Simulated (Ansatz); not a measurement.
`CC1(O)C=C1` + NH₃ → `NC1(O)C=C1` + CH₄ at 298.15 K and 1 bar (substitution at a C–C bond).

Computed with Ansatz on PBE0-D4/def2-TZVP structures; ΔE is electronic, products minus reactants. CCSD(T)/CBS is the MP2 limit (def2-TZVPP, def2-QZVPP) plus CCSD(T) − MP2 in def2-TZVPP, frozen cores. This one scheme is used for every species. One conformer a species, not always the lowest.

```
     species  CCSD(T)/CBS energy (Eh)  H − E (kJ/mol)  S (J/(mol·K))
`CC1(O)C=C1`               -230.89931           250.3          302.4
         NH₃                -56.50880           100.5          192.4
`NC1(O)C=C1`               -246.94160           222.1          297.4
         CH₄                -40.46206           127.4          186.2
```

H − E and S are ideal-gas, rigid-rotor, harmonic terms from PBE0-D4/def2-TZVP, for one conformer and one mirror image of each species. 1 Eh = 2625.50 kJ/mol, R = 8.31446 J/(mol·K).

By hand: ΔE, ΔH, ΔS and ΔG.

ΔE = (-246.94160) + (-40.46206) − (-230.89931) − (-56.50880) = 0.00445 Eh = 11.7 kJ/mol. Δ(H − E) = 222.1 + 127.4 − 250.3 − 100.5 = -1.3, so ΔH = 10.4 kJ/mol. ΔS = 297.4 + 186.2 − 302.4 − 192.4 = -11.2 J/(mol·K). ΔG = 10.4 − 298.15 × (-11.2)/1000 = 13.7 kJ/mol.

By hand: the equilibrium constant, and the temperature at which ΔG would vanish if ΔH and ΔS stayed fixed.

log₁₀ K = −ΔG/(RT ln 10) = -2.4. ΔH and −TΔS have one sign here, so there is no such temperature.

The number of gas molecules stays the same, so ΔS is small and ΔH decides. A doubt of 5 kJ/mol in ΔE shifts log₁₀ K by 0.9 here. Other conformers and mirror images would add mixing entropy, several J/(mol·K) or more a flexible species. These are equilibria of isolated gas molecules and say nothing of rates. Largest T1 diagnostic: 0.011 (customary marks: 0.02 for closed shells, 0.045 for open ones).

ΔS is within the doubt of such terms, so its sign, and with it that verdict, could turn.
